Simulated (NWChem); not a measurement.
Molecule: hydrogen fluoride (HF); SMILES F

Program: NWChem. Pople sets run with spherical d functions. Each level has its own optimisation. Entropies are gas-phase, rigid-rotor, harmonic values for NWChem's default masses at 298.15 K and 1 bar, so the errors hold that model's part too (torsions, anharmonicity).

Measured entropy at 1 bar: 41.5 cal/(mol K) (CRC Handbook, as tabulated in the package chemicals).

```csv
level,entropy at 1 bar (cal/(mol K)),computed − measured
Hartree-Fock/STO-3G,41.6,+0.1
Hartree-Fock/3-21G,?,?
Hartree-Fock/6-31G*,41.4,-0.1
B3LYP/6-31G*,41.5,0.0
"LDA (Slater exchange, VWN5)/def2-SVP",41.5,0.0
PBE/def2-SVP,41.5,0.0
BLYP/def2-SVP,41.6,+0.1
PBE0/def2-SVP,?,?
```

Task: Fill in the missing entries.

Result: 
- PBE0/def2-SVP, entropy at 1 bar (cal/(mol K)): 41.5
- PBE0/def2-SVP, computed − measured: 0.0
- Hartree-Fock/3-21G, entropy at 1 bar (cal/(mol K)): 41.6
- Hartree-Fock/3-21G, computed − measured: +0.1
